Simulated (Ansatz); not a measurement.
System: black phosphorus. Method: PBE (Ansatz, a program for electronic structure, PAW).

Numerical settings: plane-wave cutoff 520 eV, 10×10×8 k mesh (along the axes of the cell as run), Fermi–Dirac smearing 0.01 eV, scalar-relativistic PAW data made under PBE.

The cell is scaled about its equilibrium volume:

Shape and atoms are relaxed at each volume.

| V (Å³/atom) | P (GPa) | direct gap at Γ (eV) | smallest gap on the k mesh (eV) | c (Å) |
|---|---|---|---|---|
| 20.494 | 0.39 | 1.829 | 0.035 | 4.507 |
| 20.921 | 0.17 | 1.772 | 0.058 | 4.539 |
| 21.348 | 0.00 | 1.715 | 0.137 | 4.565 |
| 21.775 | -0.13 | 1.662 | 0.204 | 4.584 |
| 22.202 | -0.21 | 1.612 | 0.268 | 4.602 |

The fundamental gap (0.14 eV at the equilibrium volume, with added k points) lies elsewhere than Γ–Γ.

Measured, for comparison: band gap 0.35 eV (temperature not stated, no zero-point or thermal correction; as tabulated in Das et al. (2018), arXiv:1807.05623).

Note: for a layered or molecular solid the relaxed cell lies over 5 % above the published volume, where the minimum can be shallow; the cell comes from a level without a dispersion term, which matters for the spacing of layers, chains or molecules; the bulk modulus comes from volumes at which shape and atoms were relaxed.
